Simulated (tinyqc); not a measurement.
Worked calculation: UHF in the sto-3g basis, for H2F+, spin multiplicity 1. One step of it, computed by the program tinyqc.

Problem. Iteration 17 (converged): orbitals. Diagonalise F' = X^T F X, C = X C', fill 5 alpha and 5 beta electrons from the bottom; D(s) = C_occ C_occ^T. Each column has its largest component positive (the first on a tie).

converged F(alpha) (hartree), lower triangle:
```
             1F 1s      1F 2s     1F 2px     1F 2py     1F 2pz      2H 1s      3H 1s
1F 1s   -26.481038
1F 2s    -6.754638  -3.489602
1F 2px    0.000000   0.000000  -0.929860
1F 2py    0.000000   0.000000   0.000000  -0.782196
1F 2pz   -0.016485  -0.053739   0.000000   0.000000  -0.843682
2H 1s    -0.597155  -0.697204   0.000000  -0.389756  -0.283988  -0.569361
3H 1s    -0.597155  -0.697204   0.000000   0.389756  -0.283988  -0.133537  -0.569361
```

converged F(beta) (hartree), lower triangle:
```
             1F 1s      1F 2s     1F 2px     1F 2py     1F 2pz      2H 1s      3H 1s
1F 1s   -26.481038
1F 2s    -6.754638  -3.489602
1F 2px    0.000000   0.000000  -0.929860
1F 2py    0.000000   0.000000   0.000000  -0.782196
1F 2pz   -0.016485  -0.053739   0.000000   0.000000  -0.843682
2H 1s    -0.597155  -0.697204   0.000000  -0.389756  -0.283988  -0.569361
3H 1s    -0.597155  -0.697204   0.000000   0.389756  -0.283988  -0.133537  -0.569361
```

X, lower triangle:
```
            1F 1s      1F 2s    1F 2px     1F 2py     1F 2pz      2H 1s     3H 1s
1F 1s    1.022925
1F 2s   -0.129104   1.070567
1F 2px   0.000000   0.000000  1.000000
1F 2py   0.000000   0.000000  0.000000   1.028601
1F 2pz  -0.002640   0.022519  0.000000   0.000000   1.010477
2H 1s    0.012478  -0.127615  0.000000  -0.102758  -0.059628   1.045097
3H 1s    0.012478  -0.127615  0.000000   0.102758  -0.059628  -0.033898  1.045097
```

Give: F' = X^T F X; orbital energies; coefficients C; F' = X^T F X; orbital energies; coefficients C; D(alpha) after iteration 17; D(beta) after iteration 17.

Solution.

F' = X^T F X (alpha) (hartree), lower triangle:
```
          1        2        3        4        5        6        7
1  -26.0093
2   -3.4121  -2.2546
3    0.0000   0.0000  -0.9299
4    0.0000   0.0000   0.0000  -0.6720
5   -0.0285   0.0171   0.0000   0.0000  -0.7981
6   -0.0348  -0.2952   0.0000  -0.3098  -0.2095  -0.3790
7   -0.0348  -0.2952   0.0000   0.3098  -0.2095  -0.0280  -0.3790
```

orbital energies (alpha) (hartree): MO1 -26.4902, MO2 -1.8892, MO3 -0.9781, MO4 -0.9299, MO5 -0.9283, MO6 -0.1613, MO7 -0.0449

coefficients C (alpha):
```
            MO1      MO2      MO3     MO4      MO5      MO6      MO7
1F 1s    0.9950  -0.2562   0.0000  0.0000   0.0462   0.0749   0.0000
1F 2s    0.0208   0.9867   0.0000  0.0000  -0.2261  -0.4133   0.0000
1F 2px   0.0000   0.0000   0.0000  1.0000   0.0000   0.0000   0.0000
1F 2py   0.0000   0.0000   0.7599  0.0000   0.0000   0.0000   0.7083
1F 2pz   0.0012   0.0553   0.0000  0.0000   0.8804  -0.5005   0.0000
2H 1s   -0.0026   0.0699   0.3528  0.0000   0.2438   0.6833  -0.6843
3H 1s   -0.0026   0.0699  -0.3528  0.0000   0.2438   0.6833   0.6843
```

F' = X^T F X (beta) (hartree), lower triangle:
```
          1        2        3        4        5        6        7
1  -26.0093
2   -3.4121  -2.2546
3    0.0000   0.0000  -0.9299
4    0.0000   0.0000   0.0000  -0.6720
5   -0.0285   0.0171   0.0000   0.0000  -0.7981
6   -0.0348  -0.2952   0.0000  -0.3098  -0.2095  -0.3790
7   -0.0348  -0.2952   0.0000   0.3098  -0.2095  -0.0280  -0.3790
```

orbital energies (beta) (hartree): MO1 -26.4902, MO2 -1.8892, MO3 -0.9781, MO4 -0.9299, MO5 -0.9283, MO6 -0.1613, MO7 -0.0449

coefficients C (beta):
```
            MO1      MO2      MO3     MO4      MO5      MO6      MO7
1F 1s    0.9950  -0.2562   0.0000  0.0000   0.0462   0.0749   0.0000
1F 2s    0.0208   0.9867   0.0000  0.0000  -0.2261  -0.4133   0.0000
1F 2px   0.0000   0.0000   0.0000  1.0000   0.0000   0.0000   0.0000
1F 2py   0.0000   0.0000   0.7599  0.0000   0.0000   0.0000   0.7083
1F 2pz   0.0012   0.0553   0.0000  0.0000   0.8804  -0.5005   0.0000
2H 1s   -0.0026   0.0699   0.3528  0.0000   0.2438   0.6833  -0.6843
3H 1s   -0.0026   0.0699  -0.3528  0.0000   0.2438   0.6833   0.6843
```

D(alpha) after iteration 17, lower triangle:
```
          1F 1s    1F 2s  1F 2px   1F 2py  1F 2pz    2H 1s   3H 1s
1F 1s    1.0577
1F 2s   -0.2425   1.0250
1F 2px   0.0000   0.0000  1.0000
1F 2py   0.0000   0.0000  0.0000   0.5775
1F 2pz   0.0277  -0.1444  0.0000   0.0000  0.7782
2H 1s   -0.0092   0.0138  0.0000   0.2681  0.2185   0.1888
3H 1s   -0.0092   0.0138  0.0000  -0.2681  0.2185  -0.0601  0.1888
```

D(beta) after iteration 17, lower triangle:
```
          1F 1s    1F 2s  1F 2px   1F 2py  1F 2pz    2H 1s   3H 1s
1F 1s    1.0577
1F 2s   -0.2425   1.0250
1F 2px   0.0000   0.0000  1.0000
1F 2py   0.0000   0.0000  0.0000   0.5775
1F 2pz   0.0277  -0.1444  0.0000   0.0000  0.7782
2H 1s   -0.0092   0.0138  0.0000   0.2681  0.2185   0.1888
3H 1s   -0.0092   0.0138  0.0000  -0.2681  0.2185  -0.0601  0.1888
```
